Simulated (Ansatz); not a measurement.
A run of Ansatz (development build ahead of 0.2.0) on singlet BNH₆ at this shape:

```csv
atom,x (Å),y (Å),z (Å)
B,0.0069,0.0010,-0.9084
N,0.0040,0.0045,0.7275
H,0.0094,-1.1785,-1.2389
H,-1.0211,0.5900,-1.2517
H,1.0262,0.5832,-1.2358
H,-0.0033,0.9484,1.0798
H,-0.8286,-0.4726,1.0804
H,0.8307,-0.4719,1.0950
```

Its results:

| Quantity | Value |
| --- | --- |
| Converged | yes |
| Reference energy | -82.65190 hartree |
| Correlation energy | -0.36779 hartree |
| Total energy | -83.01969 hartree |
| Spin squared of the determinant | 0.000 |

(1) Which input gives this output? Name the method, the orbitals and the basis set, and write the input.

Results:

(1) RHF-MP2 in cc-pVTZ. An unrestricted run that stays on the closed shell gives the same numbers.

```yaml
crystal:
  periodic: [false, false, false]
  atoms:
    - { symbol: B, position_ang: [0.00694, 0.00097, -0.90837] }
    - { symbol: "N", position_ang: [0.00398, 0.0045, 0.72754] }
    - { symbol: H, position_ang: [0.0094, -1.17849, -1.23891] }
    - { symbol: H, position_ang: [-1.02108, 0.58999, -1.25175] }
    - { symbol: H, position_ang: [1.02621, 0.58323, -1.23583] }
    - { symbol: H, position_ang: [-0.00328, 0.94837, 1.07977] }
    - { symbol: H, position_ang: [-0.82862, -0.47259, 1.08044] }
    - { symbol: H, position_ang: [0.83072, -0.47187, 1.09499] }
basis:
  gaussian: { orbitals: cc-pVTZ }
hamiltonian:
  xc: hf
correlation:
  method: mp2
  frozen_orbitals: { B: 1, H: 0, "N": 1 }
```
